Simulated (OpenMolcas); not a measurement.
S2F2: a line through the functionals

S2F2 has 4 atoms, charge 0, and is taken as a singlet. As SMILES, `FS(F)=S`. Geometry: relaxed at PBE0-D4/def2-TZVP.

The HOMO–LUMO gap y, in eV, basis def2-SVPD; a is the functional's share of exact exchange. Programs: OpenMolcas 26.06.

```
functional     program     a  y (eV)
    r2SCAN  OpenMolcas     0    4.23
    revPBE  OpenMolcas     0    3.89
     B3LYP  OpenMolcas   0.2    5.47
      PBE0  OpenMolcas  0.25       ?
     BHLYP  OpenMolcas   0.5    7.95
```

Task: Fit y = c + s·a to the known rows and predict PBE0.

Result: 
1. Means of the 4 rows: a = 0.1750, y = 5.385.
2. Σ(Δa)² = 0.1675, Σ(Δa·Δy) = 1.2995, so the slope is 1.2995/0.1675 = 7.7582.
3. Intercept: 5.385 − (7.7582) × 0.1750 = 4.027. The largest residual of the fit is 0.20.
4. PBE0: 4.027 + (7.7582) × 0.25 = 5.97 eV.

The run gave 5.91 eV, so the prediction is off by +0.06 eV, within the scatter of the fit. Exact exchange lowers occupied levels and raises empty ones. The rows mix families of semi-local functionals, which the line can't see.
